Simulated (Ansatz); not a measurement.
Body-centred tetragonal In, treated with RPBE (PAW; Ansatz, a program for electronic structure).

Settings: plane-wave cutoff 520 eV, 24×24×24 k mesh, Fermi–Dirac smearing 0.05 eV, scalar-relativistic PAW data made under PBE.

Cell (relaxed at this level):

In is modelled in the tetragonal space group I4/mmm (No. 139), Pearson symbol tI2. Conventional cell: a = b = 3.3570 Å, c = 5.1025 Å, α = β = γ = 90.00°. In on 2a has 12 In at 3.357–3.485 Å (cuboctahedral). (Neighbours: up to the widest gap in distance over summed covalent radii, below 1.35, at either atom.)
(The calculation used a cell of 1 atom; values per cell refer to that cell.)

Predict the bulk modulus B0 and pressure derivative B′ of the bulk modulus.


- bulk modulus B0 = 29.9 GPa
- pressure derivative B′ of the bulk modulus = 5.6

The run finds no gap.

Measured, for comparison: bulk modulus 44.7 GPa (copied from a table, unchecked, extrapolated to 0 K and zero-point effects removed; as tabulated in Lejaeghere et al. (2013), arXiv:1204.2733). Computed (rounded) less measured: bulk modulus not scored (unchecked).

Note: the cell is over a tenth larger than the published one: the level's own overestimate first of all, though another phase or state, or a fault of the published cell, is possible; the bulk modulus comes from volumes at which shape and atoms were relaxed.

Spin–orbit coupling is not included.
